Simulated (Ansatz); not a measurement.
Species: C$_{2}$H$_{6}$O, charge 0, singlet. C2H6O (SMILES CCO).
B3LYP-D3(BJ)/def2-TZVP minimum from Ansatz (a quantum-chemistry and plane-wave program):
```xyz
9

C      1.1718    -0.4079     0.0081
C      0.0038     0.5538    -0.0092
O     -1.1993    -0.2136     0.0022
H     -1.9515     0.3866    -0.0087
H      0.0464     1.2144     0.8659
H      0.0484     1.1848    -0.9058
H      2.1164     0.1393     0.0001
H      1.1395    -1.0312     0.9029
H      1.1415    -1.0607    -0.8654
```

Quantity: atomisation energy (electronic, to ground-state atoms), in kcal/mol. Radicals and triplets start from unrestricted determinants; spin-orbit coupling is neglected. CBS(X,Y): correlation extrapolated as X^-3, Hartree-Fock from the larger set. A bracket is a step between two methods taken in the basis named. The functionals are non-relativistic, so their misses hold any scalar relativity. '+ core + X2C': CCSD(T) terms for core correlation (cc-pwCVTZ) and scalar relativity (cc-pVTZ-DK). Where a partner has so few electrons that a lower coupled-cluster level is exact, that level stands in.

CCSD(T)/CBS(cc-pVTZ,cc-pVQZ) + [CCSDT(Q) - CCSD(T)]/cc-pVDZ + core + X2C (Ansatz) gives 812.0 kcal/mol.

**Question.** What does PBE/def2-TZVPD (Ansatz) give here, and how do the other levels compare?

**Answer.** PBE gives 820.2 kcal/mol, 8.2 kcal/mol above it. Differences of the others: r2SCAN/def2-TZVPD (Ansatz) -4.2; B3LYP/def2-TZVPD (Ansatz) -7.0; PBE0/def2-TZVPD (Ansatz) -4.7; wB97M-V/def2-TZVPD (Ansatz) -2.3; CCSD(T)/CBS(cc-pVTZ,cc-pVQZ) + core + X2C (Ansatz) -0.5 kcal/mol. Nearer than PBE: r2SCAN/def2-TZVPD, B3LYP/def2-TZVPD, PBE0/def2-TZVPD, wB97M-V/def2-TZVPD, CCSD(T)/CBS(cc-pVTZ,cc-pVQZ) + core + X2C.
